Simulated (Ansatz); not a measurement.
**SiH (doublet): the correlation ladder, cc-pVQZ**

Aim: climb from Hartree-Fock through coupled cluster and multireference methods for SiH (doublet) at one geometry and basis, and see what each rung misses.

Computed with Ansatz 0.2.0, Gaussian basis. Level: cc-pVQZ, core rule «outside noble gas», up to 5 orbitals frozen.

The runs, in order: UHF; CCSD(T) on ROHF; CCSD(T) on UHF; BCCD(T) on ROHF; CCSDT(Q) on ROHF; CCSDT(Q) on UHF; CASSCF and MRCISD+Q, 5 electrons in 5 orbitals; CASSCF and NEVPT2, 5 electrons in 5 orbitals.

9 further runs of the same task are left out: 2 for a known fault of the program, 4 that didn't finish, 3 set aside as unsound or not needed.

### 1 The system

The geometry is a PBE0/def2-TZVP stationary point (not a proven minimum) of the parent state, kept for this charge and spin.

2 atoms, charge 0, spin multiplicity 2.

Atoms are counted from 1 here; the program's logs count them from 0.

Bond lengths: Si1–H2 1.500 Å.

### 2 UHF

File in.yaml:

```yaml
crystal:
  periodic: [false, false, false]
  atoms:
    - {symbol: Si, position_ang: [0.000000, 0.000000, 0.000000]}
    - {symbol: H, position_ang: [0.000000, 0.000000, 1.499536]}
basis:
  gaussian: {orbitals: cc-pVQZ}
magnetization: {spin_polarized: true, initial_magnetization: 1}
hamiltonian: {xc: hf}
output: {orbitals: {seedname: orbitals}}
```

Launch:

```console
> ansatz run in.yaml --threads 1 --pin off --events-out ev --progress --plain --max-ram 4096MiB --backend cpu
```

The runs that follow: CCSD(T) on ROHF; CCSD(T) on UHF; BCCD(T) on ROHF; CCSDT(Q) on ROHF; CCSDT(Q) on UHF; CASSCF and MRCISD+Q, 5 electrons in 5 orbitals; CASSCF and NEVPT2, 5 electrons in 5 orbitals.

Before running them: what should the planned runs give, taken together? Wanted: UCCSDT(Q) below the RHF energy; RMP2 from UCCSDT(Q); UMP2 from UCCSDT(Q); RCCSD from UCCSDT(Q); RCCSD(T) from UCCSDT(Q); UCCSD(T) from UCCSDT(Q); RCCSDT(Q) from UCCSDT(Q); NEVPT2 valence from UCCSDT(Q); MRCISD+Q valence from UCCSDT(Q).

**Answer**, as computed:

| quantity | value |
| --- | --- |
| UCCSDT(Q) below the RHF energy | -3.2008 eV |
| RMP2 from UCCSDT(Q) | +16.03 kcal/mol |
| UMP2 from UCCSDT(Q) | +16.66 kcal/mol |
| RCCSD from UCCSDT(Q) | +2.80 kcal/mol |
| RCCSD(T) from UCCSDT(Q) | +0.54 kcal/mol |
| UCCSD(T) from UCCSDT(Q) | +0.54 kcal/mol |
| RCCSDT(Q) from UCCSDT(Q) | +0.01 kcal/mol |
| NEVPT2 valence from UCCSDT(Q) | +14.48 kcal/mol |
| MRCISD+Q valence from UCCSDT(Q) | +0.21 kcal/mol |
| levels within 1 kcal/mol (43 meV) | RCCSD(T), UCCSD(T), BCCD(T), RCCSDT, UCCSDT, RCCSDT(Q), MRCISD+Q valence |
| T1 diagnostic | 0.023 |
| effectively unpaired electrons | 1.04 |

RCCSD(T) misses by +0.54 kcal/mol, 0.7 % of the correlation energy. One determinant dominates. Of the multireference levels listed MRCISD+Q valence comes nearest in total energy (+0.21 kcal/mol), which doesn't show that its space is the better one. These misses are within one basis, not against nature; the frozen cores of restricted and unrestricted runs differ, which can shift their rows.
